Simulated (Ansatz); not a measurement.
## [OH···H···F], doublet: transfer scan

Starting geometry:

```yaml
atoms:
  - { symbol: O, position_ang: [-1.0931, -0.0252, 0.0000] }
  - { symbol: H, position_ang: [-1.3424, 0.9013, 0.0000] }
  - { symbol: H, position_ang: [-0.1336, -0.0252, 0.0000] }
  - { symbol: F, position_ang: [0.9989, -0.0252, 0.0000] }
```

From there H3 is moved from one fragment to the other while all else, the fragments' distance too, stays fixed; atoms are numbered as listed. Energies are in kcal/mol, counted from the starting geometry at the same level. Kohn–Sham curves are unrestricted where that lies lower.

Basis cc-pVDZ; Ansatz 0.2.0. Correlated methods freeze the noble-gas cores. Prefix R: restricted or restricted open-shell reference; prefix U: unrestricted.

Coupled cluster chose its determinant by trial CCSD, here up to 0.27 eV above the lowest Hartree–Fock solution of its kind. A value is left out where its run failed or describes another state than the reference as far as symmetry and spin tell, or, spin-broken singlets apart, can't be checked. The reference follows the lowest state, whose symmetry changes from A' to A'' between 1.159 and 1.192.

In so small a basis the reference is far from its limit while semilocal and hybrid functionals are nearer theirs (RPA and double hybrids share much of the reference's basis error), so the functionals' errors here hold much of the reference's basis and frozen-core error, which can add to them or hide them.

Full CI isn't at hand for all of this; UCCSDT(Q) serves as the reference, and is uncertain by about the last step of the cluster series.

```csv
distance O1-H3 (Å),UCCSDT(Q),PBE0,B3LYP,wB97X-V,wB97M-V,B2PLYP
0.892,6.0,7.4,7.5,7.2,7.0,7.2
0.960,0.0,0.0,0.0,0.0,0.0,0.0
0.993,-2.0,-2.2,-2.2,-2.2,-2.1,-2.2
1.026,-3.9,-3.8,-3.7,-3.8,-3.8,-4.0
1.059,-5.8,-5.0,-4.8,-5.1,-5.1,-5.3
1.092,-7.6,-5.8,-5.5,-6.1,-6.1,-6.4
1.126,-9.2,-6.2,-5.7,-6.7,-6.7,-7.1
1.159,-10.1,-5.8,-5.2,-6.5,-6.7,-7.3
1.192,-10.6,–,–,–,–,-4.8
```
